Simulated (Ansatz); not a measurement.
Compare A (`COCC#N`) with its isomer B (`N/C=C/C=O`).

Gas-phase electronic energies from Ansatz, PBE0-D4/def2-TZVP geometries. CCSD(T)/CBS adds triple-zeta CCSD(T) − MP2 to the extrapolated MP2 energy (def2 sets, frozen cores). This one scheme is used for every species. DFT in def2-TZVPP. B3LYP here is the variant with VWN-RPA as its local correlation; programs differ in this. One conformer a species, not always the lowest.

A:

```xyz
10

C    -0.861    0.520    0.922
O     0.405   -0.102    0.920
C     0.997   -0.140   -0.340
C     0.268   -0.992   -1.291
N    -0.317   -1.652   -2.028
H    -0.793    1.554    0.560
H    -1.208    0.523    1.954
H    -1.579   -0.029    0.302
H     1.083    0.862   -0.784
H     2.004   -0.543   -0.216
```

B:

Z-matrix (Å, degrees):
```
N
C 1 1.346
H 1 1.004 2 121.0
H 1 1.001 2 121.2 3 178.2
C 2 1.350 1 127.1 3 0.8
H 2 1.088 1 114.4 3 -179.3
C 5 1.440 2 119.2 1 179.8
H 5 1.085 2 122.3 1 -0.2
O 7 1.211 5 125.8 2 180.0
H 7 1.116 5 114.0 2 -0.0
```

Q: Which isomer does CCSD(T)/CBS put lower? Give the gap. (Best estimate.)

A: Computed: B, by 10.6 kcal/mol.

Q: Give E(B) − E(A) in kcal/mol with BLYP-D4, CCSD(T)/def2-TZVPP, PBE-D4, B3LYP, LDA (SPW92), B2PLYP, B3LYP-D4. (Estimate.)

A: Ansatz gave: BLYP-D4 -17.6, CCSD(T)/def2-TZVPP -8.4, PBE-D4 -20.3, B3LYP -16.4, LDA (SPW92) -24.7, B2PLYP -13.0, B3LYP-D4 -16.4. None reverses the order clearly.

Q: Does the order hold for the free energy at 298.15 K (harmonic terms from PBE0-D4)? (Estimate.)

A: Computed: Yes: G(B) − G(A) = -11.4 kcal/mol, for one conformer each. Modes under 60 cm⁻¹, often nearly free rotors, make the harmonic entropy too high.

Largest T1 diagnostic: 0.016.

At CCSD(T), def2-SVP lies +2.8 kcal/mol from the extrapolated value and def2-TZVPP +2.2 kcal/mol. Leaving LDA and LC-ωPBE aside and taking each functional with its dispersion term where it has one, the values, not all of them listed here, spread over 8.2 kcal/mol, from PBE-D4 to ωB97X-V. LDA lies −4.4 kcal/mol from PBE without D4.
